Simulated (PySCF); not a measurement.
Bonds broken one at a time in the series SiF3-X. Isolated molecules, 0 K electronic values unless said otherwise. One relaxed conformer stands for each flexible species; it need not be the lowest. Strings in code marks are SMILES.

These are PySCF with r2SCAN-D4/def2-TZVP values and carry that method's errors. 

| species | dipole moment (D) | highest occupied spin orbital (eV) |
|---|---|---|
| radical fragment (`[CH3]`) | 0.00 | -5.88 |
| radical fragment (`F[Si](C)F`) | ? | -5.62 |
| radical fragment (`[BH2]`) | 0.46 | -5.29 |
| radical fragment (`B[Si](F)F`) | – | -5.79 |
| whole molecule (`F[Si](F)(F)[GeH3]`) | ? | – |
| radical fragment (`F[Si](F)[GeH3]`) | 1.53 | -5.60 |

Q: Complete the blanks.

A: 
- radical fragment (`F[Si](C)F`), dipole moment (D): 2.10
- whole molecule (`F[Si](F)(F)[GeH3]`), dipole moment (D): 1.87
